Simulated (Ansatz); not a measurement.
**C₂H₄N₂S: basis-set convergence**

Aim: see how fast density functionals converge with the basis set for C₂H₄N₂S.

Computed with Ansatz 0.2.0, Gaussian basis. Level: one geometry, several basis sets.

Levels to be run: PBE0-D4/def2-SVP; ωB97M-V/def2-SVP; PBE0-D4/def2-QZVPP; ωB97M-V/def2-QZVPP; the functionals' def2-TZVPP values are taken from earlier runs.

**1. The relaxed structure**

An earlier PBE0-D4 in a triple-zeta def2 set relaxation fixed the geometry.

SMILES `C=NC(=N)S`, 9 atoms, charge 0, spin multiplicity 1.

Atoms are counted from 1 here; the program's logs count them from 0.

Bond lengths: C1–N2 1.262 Å, C1–H6 1.095 Å, C1–H7 1.089 Å, N2–C3 1.404 Å, C3–N4 1.261 Å, C3–S5 1.768 Å, N4–H8 1.020 Å, S5–H9 1.342 Å. Angles: N2–C1–H6 123.5°, N2–C1–H7 118.6°, H6–C1–H7 117.9°, C1–N2–C3 119.7°, N2–C3–N4 124.3°, N2–C3–S5 113.7°, N4–C3–S5 121.9°, C3–N4–H8 109.8°, C3–S5–H9 93.9°.

**2. PBE0-D4 in def2-SVP**

The input, in.yaml:

```yaml
crystal:
  periodic: [false, false, false]
  atoms:
    - {symbol: C, position_ang: [0.721753, 0.900883, -1.185144]}
    - {symbol: N, position_ang: [0.899109, -0.111630, -0.453182]}
    - {symbol: C, position_ang: [-0.093102, -0.487173, 0.466789]}
    - {symbol: N, position_ang: [-0.606013, -1.637876, 0.528567]}
    - {symbol: S, position_ang: [-0.530389, 0.794252, 1.604225]}
    - {symbol: H, position_ang: [-0.172795, 1.530976, -1.139641]}
    - {symbol: H, position_ang: [1.493724, 1.164329, -1.906186]}
    - {symbol: H, position_ang: [-0.194880, -2.237578, -0.186165]}
    - {symbol: H, position_ang: [-1.428906, 0.037516, 2.253537]}
basis:
  gaussian: {orbitals: def2-SVP}
hamiltonian: {xc: pbe0, dispersion: d4}
output: {orbitals: {seedname: orbitals}}
```

The run is started by

```sh
$ ansatz run in.yaml --threads 2 --pin off --events-out ev --progress --plain --max-ram 4352MiB
```

Further steps of the session: ωB97M-V in def2-SVP; PBE0-D4 in def2-QZVPP; ωB97M-V in def2-QZVPP.

Before running them: what should the planned runs give, taken together? Wanted: PBE0-D4: double and triple zeta above quadruple; ωB97M-V: double and triple zeta above quadruple.

**Answer**, as computed:

```
                                       quantity           value
PBE0-D4: double and triple zeta above quadruple  10.16, 0.61 eV
ωB97M-V: double and triple zeta above quadruple  10.33, 0.58 eV
```

**Reading.** PBE0-D4 gains 9.55 eV from double to triple zeta, then 0.61 eV more. These are total energies; as a rule much of such shifts cancels in differences, which this series doesn't test.
